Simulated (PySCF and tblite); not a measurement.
The numbers below are computed, except where a source is named.
Stationary points of 2,3,5-trithiahexane at GFN2-xTB, in Å:

Structure A

```
 1 C    -1.984    0.856    0.604
 2 S    -0.730   -0.247    1.306
 3 C    -0.681   -1.476   -0.024
 4 S     0.017   -0.854   -1.605
 5 S     2.013   -0.961   -1.288
 6 C     2.382    0.669   -0.557
 7 H    -2.034    1.730    1.244
 8 H    -2.944    0.348    0.586
 9 H    -1.679    1.139   -0.400
10 H    -0.069   -2.305    0.319
11 H    -1.693   -1.805   -0.248
12 H     3.454    0.686   -0.392
13 H     1.853    0.771    0.386
14 H     2.094    1.449   -1.255
```

Structure B

```
 1 C    -2.733    0.819    0.132
 2 S    -1.294    0.733    1.228
 3 C    -0.512   -0.743    0.540
 4 S     0.081   -0.570   -1.194
 5 S     1.518    0.846   -1.062
 6 C     3.003   -0.140   -0.672
 7 H    -3.259    1.736    0.373
 8 H    -3.375   -0.041    0.304
 9 H    -2.389    0.845   -0.899
10 H     0.331   -0.986    1.181
11 H    -1.224   -1.565    0.515
12 H     3.834    0.557   -0.674
13 H     3.143   -0.898   -1.435
14 H     2.898   -0.591    0.310
```

Structure C

```
 1 C    -2.314    0.891    0.469
 2 S    -0.694    0.492    1.167
 3 C    -0.367   -1.035    0.234
 4 S    -0.212   -0.833   -1.569
 5 S     1.715   -0.086   -1.943
 6 C     2.476    0.163   -0.314
 7 H    -2.578    1.881    0.824
 8 H    -3.045    0.161    0.807
 9 H    -2.233    0.885   -0.615
10 H     0.529   -1.488    0.647
11 H    -1.216   -1.704    0.353
12 H     3.400    0.690   -0.530
13 H     2.701   -0.792    0.153
14 H     1.839    0.776    0.317
```

The path came from a restrained scan, a climbing-image band and a saddle search at GFN2-xTB; energies are BP86/pcSseg-1 + D3(BJ)//GFN2-xTB, thermal terms GFN2-xTB.

**Question.** Which structure is a saddle point, and along which motion?

**Answer.** C: one imaginary mode (112i cm⁻¹ at GFN2-xTB, mostly on S5, C6, S4), along the rotation about the S4–S5 bond (torsion C3–S4–S5–C6 from -89° to 88°, rising).

**Question.** Give their symmetry and energies above the lowest.

**Answer.** A C1, 0.0 kcal/mol; B C1, 0.7 kcal/mol; C C1, 10.3 kcal/mol.
